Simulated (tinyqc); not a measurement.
CIS and TDHF on RHF in the sto-3g basis, frozen core, for H2O, spin multiplicity 1, step by step. One step of it, computed by the program tinyqc.

Question. CIS triplet states. Diagonalise A (1 hartree = 27.211386 eV); each vector has its largest component positive (the first on a tie).

CIS matrix A, triplet (hartree):
```
,2>6,2>7,3>6,3>7,4>6,4>7,5>6,5>7
2>6,1.156909,0.000000,0.000000,-0.089101,-0.050498,0.000000,0.000000,0.000000
2>7,0.000000,1.248298,-0.089101,0.000000,0.000000,0.014754,0.000000,0.000000
3>6,0.000000,-0.089101,0.533473,0.000000,0.000000,-0.056674,0.000000,0.000000
3>7,-0.089101,0.000000,0.000000,0.597390,-0.056674,0.000000,0.000000,0.000000
4>6,-0.050498,0.000000,0.000000,-0.056674,0.435656,0.000000,0.000000,0.000000
4>7,0.000000,0.014754,-0.056674,0.000000,0.000000,0.495654,0.000000,0.000000
5>6,0.000000,0.000000,0.000000,0.000000,0.000000,0.000000,0.334811,0.000000
5>7,0.000000,0.000000,0.000000,0.000000,0.000000,0.000000,0.000000,0.407324
```

Give: triplet excitation energies; lowest vectors.

Answer.

triplet excitation energies (eV): 9.1107  11.0838  11.1567  12.3172  15.3725  16.5139  31.9211  34.2822

lowest vectors:
```
,state 1,state 2,state 3,state 4,state 5,state 6
2>6,0.0000,0.0000,0.1030,0.0000,0.0000,0.1194
2>7,0.0000,0.0000,0.0000,0.0540,0.1151,0.0000
3>6,0.0000,0.0000,0.0000,0.6125,0.7807,0.0000
3>7,0.0000,0.0000,0.3325,0.0000,0.0000,0.9315
4>6,0.0000,0.0000,0.9374,0.0000,0.0000,-0.3435
4>7,0.0000,0.0000,0.0000,0.7886,-0.6142,0.0000
5>6,1.0000,0.0000,0.0000,0.0000,0.0000,0.0000
5>7,0.0000,1.0000,0.0000,0.0000,0.0000,0.0000
```
